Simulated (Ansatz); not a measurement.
PbSeO4 (P2₁/c, No. 14), treated with LDA (plane waves, PAW; Ansatz, a first-principles code).

Run with plane-wave cutoff 500 eV, 8×6×6 k mesh (along the axes of the cell as run), gaussian smearing 0.02 eV, scalar-relativistic PAW data made under PBE.

Cell (relaxed at this level):

```cif
data_O16Pb4Se4
_chemical_formula_sum 'Pb4 Se4 O16'
_space_group_name_H-M_alt 'P21/c'
_space_group_IT_number 14
_space_group_name_Hall '-P 2ybc'
_cell_length_a 6.84433
_cell_length_b 7.29787
_cell_length_c 8.62993
_cell_angle_alpha 90.000
_cell_angle_beta 127.414
_cell_angle_gamma 90.000
loop_
_atom_site_label
_atom_site_type_symbol
_atom_site_symmetry_multiplicity
_atom_site_Wyckoff_symbol
_atom_site_fract_x
_atom_site_fract_y
_atom_site_fract_z
_atom_site_occupancy
Pb1 Pb 4 e 0.18363 0.35128 0.28201 1
Se1 Se 4 e 0.68587 0.33533 0.30543 1
O1 O 4 e 0.18577 0.99855 0.23587 1
O2 O 4 e 0.12986 0.65529 0.11651 1
O3 O 4 e 0.34490 0.88901 0.02317 1
O4 O 4 e 0.40058 0.29162 0.11611 1
```

Q: What does this level give for the band gap?

A: 
- band gap: 3.31 eV (on the SCF k mesh)

Spin–orbit coupling is not included; with these elements it can move the gap by several tenths of an eV or more.

Static lattice: no zero-point or thermal effects.
